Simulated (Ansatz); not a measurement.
# Nudged elastic band run: CH3NO

input.yaml

```yaml
crystal:
  periodic: [false, false, false]
  atoms:
    - { symbol: "N", position_ang: [-0.985082, -0.322297, -0.09746] }
    - { symbol: C, position_ang: [0.208377, 0.078945, -0.222269] }
    - { symbol: O, position_ang: [1.023383, 0.222057, 0.830555] }
    - { symbol: H, position_ang: [-1.436303, -0.36237, -1.014008] }
    - { symbol: H, position_ang: [0.735821, 0.358278, -1.148563] }
    - { symbol: H, position_ang: [0.495904, -0.038613, 1.605445] }
magnetization:
  spin_polarized: true
basis:
  gaussian: { orbitals: cc-pVDZ }
hamiltonian:
  xc: pbe0
neb:
  order_check: false
  images: 9
  f_tol: 0.03
  max_iterations: 60
  initial_path: linear
  final_atoms:
    - { symbol: "N", position_ang: [-0.61080841, -0.24589949, 0.19944313] }
    - { symbol: C, position_ang: [0.60417442, 0.20377452, -0.20109366] }
    - { symbol: O, position_ang: [1.53892955, 0.42576905, 0.53504738] }
    - { symbol: H, position_ang: [-1.36261633, -0.393856, -0.45773175] }
    - { symbol: H, position_ang: [0.64924559, 0.3468902, -1.30830709] }
    - { symbol: H, position_ang: [-0.77682482, -0.40067829, 1.18634199] }
```

Command:

```bash
$ ansatz run input.yaml --threads 1 --pin off --max-ram 2048MiB --backend cpu --events-out ev --progress --plain --runs-dir out
```

Output, in part (warnings, iteration lines, the closing report on the highest movable image, with atoms numbered from 0):

```
NEB end point (image 0): max|allowed force component| = 1.780e-2 eV/Å (the criterion of neb.relax_end_points is 1.000e-2)
NEB end point (image 10): max|allowed force component| = 1.070e-2 eV/Å (the criterion of neb.relax_end_points is 1.000e-2)
NEB iter   1: max|band force component| = 4.009e0 eV/Å  barrier→ = 2.1438 eV  barrier← = 2.6833 eV  Δτ_max = 0.1203 Å  (306 SCF iters)
NEB iter   2: max|band force component| = 2.210e0 eV/Å  barrier→ = 1.5680 eV  barrier← = 2.1076 eV  Δτ_max = 0.2000 Å  (282 SCF iters)
NEB iter   3: max|band force component| = 9.535e0 eV/Å  barrier→ = 1.5935 eV  barrier← = 2.1331 eV  Δτ_max = 0.0992 Å  (299 SCF iters)
NEB iter   4: max|band force component| = 4.431e0 eV/Å  barrier→ = 1.3697 eV  barrier← = 1.9093 eV  Δτ_max = 0.0926 Å  (281 SCF iters)
NEB iter   5: max|band force component| = 1.678e0 eV/Å  barrier→ = 1.3625 eV  barrier← = 1.9020 eV  Δτ_max = 0.0289 Å  (285 SCF iters)
NEB iter   6: max|band force component| = 7.362e-1 eV/Å  barrier→ = 1.3677 eV  barrier← = 1.9073 eV  Δτ_max = 0.0186 Å  (283 SCF iters)
NEB iter   7: max|band force component| = 4.814e-1 eV/Å  barrier→ = 1.3561 eV  barrier← = 1.8957 eV  CI = image 5  Δτ_max = 0.0274 Å  (267 SCF iters)
NEB iter   8: max|band force component| = 2.407e-1 eV/Å  barrier→ = 1.3665 eV  barrier← = 1.9061 eV  CI = image 5  Δτ_max = 0.0066 Å  (264 SCF iters)
NEB iter   9: max|band force component| = 9.501e-2 eV/Å  barrier→ = 1.3665 eV  barrier← = 1.9060 eV  CI = image 5  Δτ_max = 0.0020 Å  (216 SCF iters)
NEB iter  10: max|band force component| = 2.090e-2 eV/Å  barrier→ = 1.3665 eV  barrier← = 1.9060 eV  CI = image 5  Δτ_max = 0.0000 Å  (460 SCF iters)
Total energy: -4616.27531017 eV, -169.6449886249 hartree
Atom 0 at    -0.756591    -0.267746     0.076258 Å, force    -0.000427     0.000116    -0.002812 eV/Å
Atom 1 at     0.426538     0.154623    -0.264853 Å, force    -0.001773    -0.000483     0.000557 eV/Å
Atom 2 at     1.140595     0.266012     0.788206 Å, force     0.002147     0.000619    -0.000423 eV/Å
Atom 3 at    -1.523670    -0.443057    -0.566693 Å, force    -0.000129    -0.000184     0.000981 eV/Å
Atom 4 at     0.802350     0.391027    -1.269899 Å, force     0.000776     0.000206     0.000235 eV/Å
Atom 5 at    -0.047121    -0.164860     1.190681 Å, force    -0.000595    -0.000273     0.001463 eV/Å
Dipole moment:    -0.317237    -0.051557    -0.449672 e Å
```

The forces met the threshold. Another band between the same ends (9 images) ends at a top of the same energy, where a vibrational analysis finds 1 clearly imaginary mode. The orbitals stay closed-shell, which can raise the energy where a bond breaks towards radicals; this wasn't checked here.

Final band (atoms are numbered from 1 in the order of the input):

```
image  path coordinate (Å)  energy (kcal/mol)  O3–H6 (Å)  N1–H6 (Å)
    0                 0.00                0.0       0.97       2.27
    1                 0.19                1.3       0.98       2.09
    2                 0.39                5.5       0.99       1.90
    3                 0.58               12.9       1.02       1.70
    4                 0.77               24.4       1.13       1.50
    5                 0.97               31.5       1.33       1.33
    6                 1.17               23.0       1.55       1.17
    7                 1.38                7.2       1.80       1.06
    8                 1.58               -4.7       2.06       1.02
    9                 1.79              -10.8       2.32       1.01
   10                 2.00              -12.4       2.54       1.01
```

The run took 2.6 min on 1 thread of Arm Neoverse V2, on a shared host, peak memory 0.12 GiB.
